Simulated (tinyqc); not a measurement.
Ways to converge the cycle: SCF convergence aids in the sto-3g basis, for BH, spin multiplicity 3. Computed by the program tinyqc with PySCF. UHF with one setting changed at a time; a run stops when the energy changes by less than 1e-09 hartree and the error matrix is below 1e-5. The start is random orbitals. Damping d keeps d of the old density; a shift (hartree) raises the virtual levels; DIIS n extrapolates F over n matrices.

Geometry (angstrom):
```
atom       x       y       z
B     0.0000  0.0000  0.0000
H     0.0000  0.0000  1.8440
```

lowest solution found by these runs and by PySCF with stability checks = -24.639444 hartree

Largest element of the error matrix X^T (FDS - SDF) X:
```
iteration    plain  damping 0.3  damping 0.6  shift 0.4   DIIS 3   DIIS 8
1          3.0e+00      3.0e+00      3.0e+00    3.0e+00  3.0e+00  3.0e+00
2          2.2e-01      8.8e-01      1.7e+00    3.0e-01  2.2e-01  2.2e-01
3          1.7e-01      3.1e-01      1.0e+00    1.7e-01  1.7e-01  1.7e-01
4          5.1e-02      1.1e-01      6.3e-01    1.2e-01  1.1e-01  1.1e-01
5          1.9e-02      4.1e-02      3.9e-01    1.0e-01  1.6e-02  1.9e-02
6          8.6e-03      2.0e-02      2.5e-01    1.2e-01  9.9e-03  1.0e-02
8          5.5e-03      9.6e-03      1.0e-01    1.1e-01  5.6e-03  4.5e-03
10         5.5e-03      7.8e-03      4.1e-02    7.2e-02  2.5e-03  4.0e-03
14         9.2e-03      5.1e-03      1.4e-02    3.0e-02  1.9e-03  7.8e-03
20         1.9e-02      2.6e-03      1.8e-02    1.8e-02  1.9e-03  9.6e-03
30         6.0e-03      2.4e-03      2.0e-02    5.1e-03  2.3e-03  2.1e-03
45         6.3e-05      5.1e-03      6.8e-03    8.5e-04  6.8e-03  2.9e-03
60               -      1.8e-02      1.3e-03    2.1e-04  3.3e-03  2.8e-03
```

How each run ends:
```
run          iterations  E (hartree)                                                        state
plain                53    -24.63944                                                 lowest found
damping 0.3         >60    -24.61705                                      wanders without falling
damping 0.6         >60    -24.63941  falls steadily but slowly, by a factor of about 0.89 a step
shift 0.4           >60    -24.63944  falls steadily but slowly, by a factor of about 0.91 a step
DIIS 3              >60    -24.60774                                      wanders without falling
DIIS 8              >60    -24.60680                                      wanders without falling
```

What does the comparison show, and why?

1 of 6 runs reach the lowest solution found, in 53 to 53 iterations (fastest: plain). Not converged: damping 0.3, damping 0.6, shift 0.4, DIIS 3, DIIS 8. Plain steps already contract here, so damping only slows them. DIIS minimises the error, not the energy, so it can stall or settle near a saddle, and its small system turns near-singular when few rotations are active.
